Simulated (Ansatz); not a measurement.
Two structures of SiNH5, singlet, reached by relaxing down either side of one saddle point (PBE0-D4/def2-TZVP). Energies are electronic, without zero-point energy. Program: Ansatz 0.2.0. Basis: def2-TZVPP and def2-QZVPP. Cores are frozen in the correlated methods. Extrapolation: Hartree–Fock as exp(−7.88 √X), correlation as X^−2.97. First:

```
atom    x (Å)    y (Å)    z (Å)
 Si1  -0.4418  -0.0815   0.4824
  N2   0.7756   0.2697  -0.6808
  H3  -1.3354  -1.2366   0.1665
  H4  -1.3046   1.1205   0.6169
  H5   0.2324  -0.3846   1.7713
  H6   0.5156   0.6679  -1.5687
  H7   1.5580  -0.3556  -0.7876
```

Second:

Si1  (-0.646, -0.293, 1.163)
N2  (0.265, -0.287, -0.658)
H3  (-0.383, -0.606, -1.369)
H4  (-1.418, 0.952, 0.728)
H5  (0.531, 0.520, 1.701)
H6  (0.597, 0.636, -0.914)
H7  (1.055, -0.923, -0.651)
(Å)

Which bonds change from the first to the second?

SiNH₅ ([NH2][SiH3]) → SiH₂ + NH₃ (still joined by a long Si–N bond); bonds formed: N2–H3; bonds broken: Si1–H3; bonds weakened to dative contacts: Si1–N2.

Give the saddle point's structure and its height above each. (An estimate is asked for; the value comes from the calculation.)

The calculation gives: 3.267 eV above the first and 1.657 eV above the second (CCSD(T) at an estimated basis limit (MP2 extrapolated from triple and quadruple zeta, plus CCSD(T) − MP2 in triple zeta)).
```xyz
7
angstrom
Si -0.5815 -0.1707 0.8281
N 0.4305 -0.0827 -0.7625
H -0.6000 -0.9554 -0.5905
H -1.3509 1.1036 0.6922
H 0.3289 0.0586 2.0014
H 0.5452 0.7459 -1.3365
H 1.2278 -0.6994 -0.8322
```

The T1 diagnostic stays at or below 0.014. The restricted Hartree–Fock reference is unstable towards an unrestricted one at one or more of these structures.

Losses and insertions of silylenes and their heavier kin drive the gas-phase chemistry of silicon and germanium vapour deposition.

Labels in which every atom is bracketed show which atoms are joined, not bond orders.

For scale, one of the runs: CCSD(T)/def2-TZVPP, 143 basis functions, launched by `ansatz run in.yaml --threads 2 --pin off --events-out ev --progress --plain --max-ram 4352MiB`. Hardware: 2 CPU threads of an Arm Neoverse V2, shared host. Wall time 6.5 s; peak host memory 0.79 GiB.
